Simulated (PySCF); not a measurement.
# Dipole moment and polarisability of `C/C=C\CC`

C5H10.
Structure used (PBE0-D3(BJ)/def2-TZVP), in Å, numbered top down from 1:
```
atom  x, y, z in Å
C1    -1.9787   -0.5420    0.5294
C2    -1.2715    0.6636    0.0099
C3    -0.0273    0.7351   -0.4553
C4     0.9754   -0.3673   -0.5558
C5     2.1639   -0.1486    0.3754
H6    -2.8533   -0.7750   -0.0864
H7    -1.3429   -1.4270    0.5568
H8    -2.3506   -0.3640    1.5432
H9    -1.8547    1.5819    0.0171
H10    0.3271    1.7100   -0.7861
H11    1.3397   -0.4208   -1.5888
H12    0.5142   -1.3344   -0.3445
H13    1.8414   -0.1373    1.4188
H14    2.9107   -0.9372    0.2568
H15    2.6516    0.8082    0.1709
```

Level: CAM-B3LYP/aug-cc-pVTZ (PySCF), static field, nuclei fixed, core orbitals frozen in the response. The polarisability tensor in these axes (au):

```
x   81.17  0.32 -5.47
y    0.32 58.63 -1.67
z   -5.47 -1.67 55.56
```

Task: Give the principal values, the mean and the anisotropy Δα = √{½[(α1 − α2)² + (α2 − α3)² + (α1 − α3)²]}.

Result: Principal values 53.91, 59.14 and 82.31 au; mean 65.12 au = 9.65 Å³ = 10.74 × 10⁻⁴⁰ C²·m²/J; Δα = 26.18 au (40 % of the mean).

Task: What is the dipole moment, and where does it point?

Result: (-0.01, -0.28, 0.06) D, 0.29 D in size, pointing from the negative to the positive side. Measured along this direction, the outermost atoms are H10 at the negative end and H7 at the positive end.

Task: Refractivity n − 1 of an ideal gas of it at 400 K and 1 atm, from the electronic α?

Result: N = p/kT = 1.8347 × 10¹⁹ cm⁻³, so n − 1 = 2π × N × 9.65 × 10⁻²⁴ cm³ = 1112 × 10⁻⁶ at long wavelengths.

Task: Traceless (Buckingham) quadrupole moment about the centre of nuclear charge: eigenvalues?

Result: -2.70, 0.55, 2.15 D·Å. The values depend on the origin, since the dipole doesn't vanish. The electronic extent ⟨r²⟩ about the same centre is 578 bohr², a root-mean-square distance of 2.01 Å for the 40 electrons.

Task: Sum over states: ᾱ = Σ f/ω², ω in Eh. What share falls to these 10 lowest TDDFT singlets (eV, f)? 6.09, 0.0127; 6.58, 0.0185; 6.78, 0.0645; 6.84, 0.0466; 7.23, 0.2928; 7.47, 0.0038; 7.55, 0.0381; 7.59, 0.0507; 7.68, 0.0556; 7.81, 0.0097.

Result: They add up to 8.50 au, 13.1 % of the 65.12 au; the largest single term is 4.14 au, from the state at 7.23 eV. Terms in order: 0.25, 0.32, 1.04, 0.74, 4.14, 0.05, 0.50, 0.65, 0.70, 0.12 au. Higher excitations give the rest. The strengths listed sum to 0.593.

Task: Give the principal axes and the span of the nuclei along them.

Result: Largest value along (0.98, 0.03, -0.20), where the nuclei span 5.57 Å; middle along (-0.09, 0.95, -0.31), 3.23 Å; least along (0.18, 0.32, 0.93), 2.98 Å. The response follows the extents in order.

Task: In a dilute gas of rigid molecules at 250 K, how does the orientational term μ²/3kT compare with the electronic polarisability?

Result: In Gaussian units μ²/3kT = 0.81 Å³ against 9.65 Å³, a ratio of 0.08; the Debye molar polarisation (4π/3)N_A(α + μ²/3kT) is 26.4 cm³/mol, leaving out the vibrational part.

Geometry: PBE0-D3(BJ)/def2-TZVP, one conformer, isolated molecule.
